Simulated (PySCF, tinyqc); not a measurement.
A ladder of methods, and size consistency: correlation methods against full CI in the sto-3g basis, for HF, spin multiplicity 1. Computed by the program tinyqc with PySCF. All electrons correlated; +Q is the Davidson correction (1 - c0^2) E_corr. The last columns treat two copies 100 angstrom apart as one system. FCI is the lowest singlet.

Geometry (angstrom):

| atom | x | y | z |
|---|---|---|---|
| F | 0.0000 | 0.0000 | 0.0000 |
| H | 0.0000 | 0.0000 | 1.3100 |

RHF energy of one = -98.485026 hartree

Correlation energies (hartree):

| method | E_corr of one | share of FCI (%) | E_corr of two at 100 angstrom | two minus twice one (mhartree) |
|---|---|---|---|---|
| MP2 | -0.041239 | 57.9972 | -0.082478 | 0.0000 |
| CISD | -0.071105 | 100.0000 | -0.132974 | 9.2357 |
| CISD+Q | -0.076378 | 107.4169 | -0.149212 | 3.5447 |
| CCSD | -0.071105 | 100.0000 | -0.142210 | 0.0000 |
| CCSD(T) | -0.071105 | 100.0000 | -0.142210 | 0.0000 |
| FCI | -0.071105 | 100.0000 | - | - |

What does the comparison show, and why?

MP2 recovers 58 %, CISD 100.0 % and CCSD 100.0 % of the FCI value (c0^2 = 0.926 in CISD). MP2 and coupled cluster are size consistent, so their last column vanishes; CISD loses 9.24 mhartree, since a double excitation on each copy is a quadruple of the pair, and the Davidson correction leaves +3.54. With two electrons, or one virtual orbital, CISD and CCSD are exact for one copy, so +Q overshoots there. The restricted reference is unstable here: a spin-polarised solution lies 0.0107 hartree lower (PySCF), so results built on it describe a poor reference.
